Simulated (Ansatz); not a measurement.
## CH3⁺, singlet: from triple and quadruple zeta to the limit

```
atom    x (Å)    y (Å)    z (Å)
   C   0.0000   0.0000   0.0000
   H   1.0932   0.0139  -0.0002
   H  -0.5586   0.9397  -0.0028
   H  -0.5345  -0.9536   0.0030
```

Ansatz 0.2.0, RHF determinant, valence electrons correlated. Energies in eV.

```tsv
set	X	functions	Hartree–Fock	MP2 correlation	CCSD(T) correlation	time
def2-TZVPP	3	73	-1067.9999	-3.5710	-4.2508	0.42 s on 1 thread of Intel(R) Xeon(R) 6975P-C (Granite Rapids) (shared host)
def2-QZVPP	4	147	-1068.0551	-3.8203	-4.4567	3.7 s on 1 thread of Intel(R) Xeon(R) 6975P-C (Granite Rapids), on a shared host
```

Hartree–Fock is taken to follow E(X) = E∞ + A·exp(−7.88·√X), correlation E(X) = E∞ + B·X^−2.97.

Task: Work out the CCSD(T) energy at the limit, and how far the shortcut misses it that extrapolates MP2 and adds CCSD(T) minus MP2 from the smaller set.

Result: Hartree–Fock: E∞ = E4 + 0.1377·(E4 − E3) = -1068.0627. Correlation: E∞ = E4 + 0.7407·(E4 − E3) = -4.6092 for CCSD(T) and -4.0050 for MP2. The limit is -1072.6719 eV, 0.160 eV below def2-QZVPP. The shortcut gives a correlation energy of -4.0050 + (-0.6799) = -4.6849, 76 meV lower than the direct value.
